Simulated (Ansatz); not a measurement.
Relaxation of BClFH (4 atoms, charge 0, multiplicity 1), to a largest force component of 0.03 eV/Å in at most 50 steps.

Level of theory: Ansatz, RKS PBE0-D4/def2-SVP.

```xyz
4
Properties=species:S:1:pos:R:3
B 0.279 0.000 0.112
F 0.339 0.000 1.423
H 1.310 0.000 -0.479
Cl -1.272 0.000 -0.678
```

Where does it end, and by what steps?

It converged. After 3 steps the energy has fallen by 0.010 eV; H3 moved furthest, 0.03 Å.

```
step  energy less start (eV)  largest force component (eV/Å)  accepted
   0                  0.0000                           0.388       yes
   1                 -0.0084                           0.173       yes
   2                 -0.0098                           0.052       yes
   3                 -0.0099                           0.014       yes
```

```xyz
4
Properties=species:S:1:pos:R:3
B 0.287 0.000 0.125
F 0.321 0.000 1.436
H 1.310 0.000 -0.507
Cl -1.263 0.000 -0.676
```

Whether the end is a true minimum wasn't checked by a vibrational analysis.

The run took 5.3 s on 1 thread of Arm Neoverse V1, with other jobs on the host, peak memory 0.12 GiB.
